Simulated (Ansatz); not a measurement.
Input file:

```yaml
crystal:
  periodic: [false, false, false]
  atoms:
    - {symbol: C, position_ang: [0.000000, 0.000000, 0.000000]}
    - {symbol: H, position_ang: [0.000000, 0.000000, 3.731000]}
basis:
  gaussian: {orbitals: aug-cc-pVDZ}
magnetization: {spin_polarized: false, initial_magnetization: 3}
hamiltonian: {pseudopotentials: {relativity: none}}
correlation: {method: fic_nevpt4_sd, electrons: all, active_space: {window: {electrons: 3, orbitals: 7}, states: [{multiplicity: 4, weights: [0.5, 0.5, 1, 1]}]}}
```

```sh
$ ansatz run in.yaml --threads 1 --pin off --events-out ev --progress --plain --max-ram 2393MiB
```

Output:

```
507 factors; integrals over basis functions are off by at most 2.0e-7 eV
mean field evaluation 1: about -1037.5523 eV, gradient 8.5e0 eV
mean field evaluation 2: about -1037.5523 eV, gradient 8.5e0 eV
mean field evaluation 4: about -1038.9886 eV, gradient 1.1e0 eV
mean field evaluation 8: about -1038.9986 eV, gradient 5.6e-5 eV
mean field evaluation 16: about -1038.9918 eV, gradient 1.5e-5 eV
mean field evaluation 32: about -1038.9933 eV, gradient 8.2e-1 eV
mean field evaluation 64: about -1038.9986 eV, gradient 8.9e-7 eV
mean field -1038.99858276 eV, -38.1824936579 hartree, gradient 8.9e-7 eV, S^2 3.750000; 7 other end points of the search recorded, 0 dependent functions left out
reference -1038.99858276 eV, -38.1824936579 hartree; 5, 2 occupied and 27, 30 virtual orbitals, 507 factors
state -1039.06701216 eV, -38.1850083920 hartree
state -1038.96988515 eV, -38.1814390401 hartree
state -1038.96174645 eV, -38.1811399483 hartree
state -1031.15473114 eV, -37.8942374278 hartree
state -1039.06701216 eV, -38.1850083920 hartree; corrected -1041.19006518 eV, -38.2630291515 hartree
state -1038.96988515 eV, -38.1814390401 hartree; corrected -1041.18032693 eV, -38.2626712772 hartree
state -1038.96174645 eV, -38.1811399483 hartree; corrected -1041.17205326 eV, -38.2623672256 hartree
state -1031.15473114 eV, -37.8942374278 hartree; corrected -1033.31520134 eV, -37.9736332432 hartree
an earlier search ended where averaged states of different weights were degenerate, so these states were given the mean of their weights and the orbitals were optimised with it; in the result, neighbours among these states lie up to 8.1e-3 eV apart
Total energy: -1038.55817303 eV, -38.1663088987 hartree
```

The total printed last is the weighted mean of the 4 states, 2.632 eV above the lowest of them, and is no single state's energy.

Ran on 1 thread of INTEL XEON PLATINUM 8581C, shared host: 6.5 s wall, 0.19 GiB peak host memory.
